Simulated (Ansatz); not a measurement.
A made-up structure of CH5AlB, doublet:

B1  (-1.019, 1.036, -1.091)
Al2  (0.436, 0.435, 0.330)
C3  (0.660, -1.420, 0.822)
H4  (-0.161, 0.296, 1.720)
H5  (-2.140, 1.346, -0.789)
H6  (1.390, 1.504, 1.033)
H7  (1.392, -1.768, 1.550)
H8  (0.075, -2.244, 0.415)
(Å)

It is relaxed with PBE-D4/def2-SVP and then PBE0-D4/def2-TZVP (Ansatz 0.2.0). Atoms count as bonded within 1.22 times the sum of their covalent radii (H–H: 0.88 Å). The end point is not checked to be a true minimum.

Question: Does its bonding change? (Judge from chemistry; the calculation decides.)

Answer: By the calculation: Yes. Formed: C3–H4; broken: Al2–H4.

Where it ends: The first stage lowers the energy by 3.70 eV in 25 steps. It ends as CH₅AlB ([BH][AlH][CH3]):
```xyz
8
angstrom
B -1.0979 1.1792 -0.8650
Al 0.3584 0.6198 0.4528
C 0.4503 -1.1968 1.1758
H 0.3610 -1.1762 2.2667
H -1.9409 1.5174 -1.6324
H 1.4080 1.7471 0.8547
H 1.4211 -1.6485 0.9483
H -0.3274 -1.8574 0.7879
```

Labels in which every atom is bracketed show which atoms are joined, not bond orders.

For scale, one of the runs: PBE0-D4/def2-TZVP relaxation, 129 basis functions, launched by `ansatz run in.yaml --threads 2 --pin off --events-out ev --progress --plain --max-ram 4352MiB`. The run took about 16 s on 2 CPU threads of an Arm Neoverse V2 (shared host).
